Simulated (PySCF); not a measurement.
# CH2O2 (formic acid): the cost of one run

Programs: PySCF 2.14.0, with density-fitted response routines of our own. Each step states its level of theory. These are calculated values for one molecule in the gas phase, unless marked as measured. Atoms are numbered from 0 throughout.

## 1. Starting geometry

5 atoms, charge 0, multiplicity 1; geometry from: GFN2-xTB. The atoms were then displaced at random by about 0.01 Å, so the start is not that level's minimum.

Bonds of the start (Å): O0–C1 1.17, C1–O2 1.31, C1–H3 1.07, O2–H4 0.98.

## 2. Relaxing the molecule at PBE0-D3(BJ)/def2-SVP

The job: settings as JSON, then the geometry in Å.

```
{"job": {"xc": "PBE0", "basis": "def2-SVP", "d3": "d3bj", "grid": 1, "shake": 0.01, "kind": "geom"}, "charge": 0, "multiplicity": 1}
O     -0.638370     1.100920    -0.550250
C     -0.419220     0.020880    -0.169290
O      0.762100    -0.540900    -0.167380
H     -1.122140    -0.676060     0.236390
H      1.451200     0.061190    -0.525800
```

On the command line:

```sh
> OMP_NUM_THREADS=1 python probes_run.py task.json out
```

The driver reads the jobs from task.json and runs them one after another.

**Question.** How long does this first job take on 1 thread of Arm Neoverse V1, shared host, and how much memory does it need?

About 4.4 s, with a peak of 0.26 GiB.
